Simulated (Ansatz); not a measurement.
System: rock-salt TiN. Method: HSE06 (Ansatz, a program for electronic structure, PAW).

Run with plane-wave cutoff 460 eV, 12×12×12 k mesh, Fermi–Dirac smearing 0.05 eV, no spin polarisation, scalar-relativistic PAW data made under PBE.

Computed at the level's own relaxed cell.

### Question
Estimate the equilibrium volume per atom, bulk modulus, lattice parameter a and pressure derivative B′ of the bulk modulus that the calculation returns.

### Answer

equilibrium volume per atom: 9.31 Å³/atom
bulk modulus: 312 GPa
lattice parameter a: 4.207 Å
pressure derivative B′ of the bulk modulus: 4.2

Measured, for comparison: equilibrium volume per atom 9.52 Å³/atom, lattice constant a 4.239 Å (temperature not stated, no zero-point or thermal correction; as tabulated in Zhang et al. (2018), doi:10.1088/1367-2630/aac7f0); bulk modulus 288 GPa (temperature not stated, no zero-point or thermal correction; as tabulated in Krasnenko and Brik (2013), arXiv:1306.3139). Computed (rounded) less measured: equilibrium volume per atom -2.2 %, bulk modulus +8 %, lattice constant a -0.8 %. A static lattice is as a rule a little smaller and stiffer than an uncorrected measurement, which narrows the difference in the bulk modulus, lattice constant a and would widen misses of the other sign.

Note: the run has no spin polarisation, so it can have missed a magnetic state.

Computed values are for the static lattice.

Computing time: very roughly 17 core-minutes.
